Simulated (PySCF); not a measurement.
Molecule: `[SiH3]O[SiH3]`, H6OSi2.

Bonds (- single, = double, # triple, : aromatic): Si1-O2 1.656 Å, O2-Si3 1.656 Å. Si1 carries H4, H5, H6; Si3 carries H7, H8, H9.

Geometry PBE0-D3(BJ)/def2-SVP throughout; GIAO in PySCF 2.14.0 with density-fitted response routines, gas phase, one conformer, non-relativistic; equivalent atoms averaged; functional PBE0.

For orientation, IGLO-III gives these absolute shieldings σ: Si1/Si3 386.6, O2 323.5, H4/H5/H6/H7/H8/H9 26.19 ppm.

A run gave: Si1/Si3 449.8, O2 344.2, H4/H5/H6/H7/H8/H9 26.28 ppm (absolute shieldings σ).

Q: Which basis set was used in that run?
A. cc-pVDZ
B. 6-31G*
C. pcSseg-2
D. 6-311+G(2d,p)
E. pcSseg-0

A: A. Si1/Si3 tells them apart best: cc-pVDZ gives 449.8, pcSseg-0 gives 411.7, 6-31G* gives 427.6, pcSseg-2 gives 380.6, 6-311+G(2d,p) gives 381.6 ppm.
